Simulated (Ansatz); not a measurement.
# SiNH₃ (triplet): wave-function methods side by side, cc-pVDZ

How much of the correlation energy of SiNH₃ (triplet) does each wave-function method recover here?

Method: cc-pVDZ, core rule «outside noble gas», up to 6 orbitals frozen; program: Ansatz 0.2.0, Gaussian basis.

The runs, in order: UHF; CCSD(T) on ROHF; CCSD(T) on UHF; BCCD(T) on ROHF; CISD; CCSDT(Q) on ROHF; CCSDT(Q) on UHF; CASSCF and MRCISD+Q, 12 electrons in 11 orbitals; CASSCF and NEVPT2, 12 electrons in 11 orbitals.

1 further run of the same task is left out (set aside as unsound or not needed).

**1. The geometry**

The geometry is a PBE0/def2-TZVP stationary point (not a proven minimum) of the parent state, kept for this charge and spin.

5 atoms, charge 0, spin multiplicity 3.

Atoms are counted from 1 here; the program's logs count them from 0.

Bond lengths: Si1–N2 1.707 Å, Si1–H3 1.532 Å, N2–H4 1.008 Å, N2–H5 1.008 Å. Angles: N2–Si1–H3 94.1°, Si1–N2–H4 126.3°, Si1–N2–H5 121.7°, H4–N2–H5 112.0°.

**2. UHF**

File in.yaml:

```yaml
crystal:
  periodic: [false, false, false]
  atoms:
    - {symbol: Si, position_ang: [0.000000, -0.081122, 0.624572]}
    - {symbol: N, position_ang: [0.000000, 0.049408, -1.077458]}
    - {symbol: H, position_ang: [0.000000, 1.434266, 0.850543]}
    - {symbol: H, position_ang: [0.000000, 0.905200, -1.610089]}
    - {symbol: H, position_ang: [0.000000, -0.765663, -1.670950]}
basis:
  gaussian: {orbitals: cc-pVDZ}
magnetization: {spin_polarized: true, initial_magnetization: 2}
hamiltonian: {xc: hf}
output: {orbitals: {seedname: orbitals}}
```

The run is started by

```console
> ansatz run in.yaml --threads 1 --pin off --events-out ev --progress --plain --max-ram 4096MiB --backend cpu
```

Further steps of the session: CCSD(T) on ROHF; CCSD(T) on UHF; BCCD(T) on ROHF; CISD; CCSDT(Q) on ROHF; CCSDT(Q) on UHF; CASSCF and MRCISD+Q, 12 electrons in 11 orbitals; CASSCF and NEVPT2, 12 electrons in 11 orbitals.

**Question.** What will the summary of the whole plan be? Wanted: UCCSDT(Q) below the RHF energy; RMP2 from UCCSDT(Q); UMP2 from UCCSDT(Q); RCCSD from UCCSDT(Q); RCCSD(T) from UCCSDT(Q); UCCSD(T) from UCCSDT(Q); RCCSDT(Q) from UCCSDT(Q); NEVPT2 valence from UCCSDT(Q); MRCISD+Q valence from UCCSDT(Q).

The runs gave:

```
                         quantity                                                                     value
   UCCSDT(Q) below the RHF energy                                                                -7.4827 eV
              RMP2 from UCCSDT(Q)                                                              +90.3 kJ/mol
              UMP2 from UCCSDT(Q)                                                              +89.6 kJ/mol
             RCCSD from UCCSDT(Q)                                                              +20.7 kJ/mol
          RCCSD(T) from UCCSDT(Q)                                                               +3.5 kJ/mol
          UCCSD(T) from UCCSDT(Q)                                                               +3.4 kJ/mol
         RCCSDT(Q) from UCCSDT(Q)                                                               +0.1 kJ/mol
    NEVPT2 valence from UCCSDT(Q)                                                             +108.2 kJ/mol
  MRCISD+Q valence from UCCSDT(Q)                                                               +3.4 kJ/mol
levels within 1 kcal/mol (43 meV)  RCCSD(T), UCCSD(T), BCCD(T), RCCSDT, UCCSDT, RCCSDT(Q), MRCISD+Q valence
                    T1 diagnostic                                                                     0.022
   effectively unpaired electrons                                                                      2.01
```

RCCSD(T) misses by +3.5 kJ/mol, 0.5 % of the correlation energy. One determinant dominates. Of the multireference levels listed MRCISD+Q valence comes nearest in total energy (+3.4 kJ/mol), which doesn't show that its space is the better one. These misses are within one basis, not against nature; the frozen cores of restricted and unrestricted runs differ, which can shift their rows.
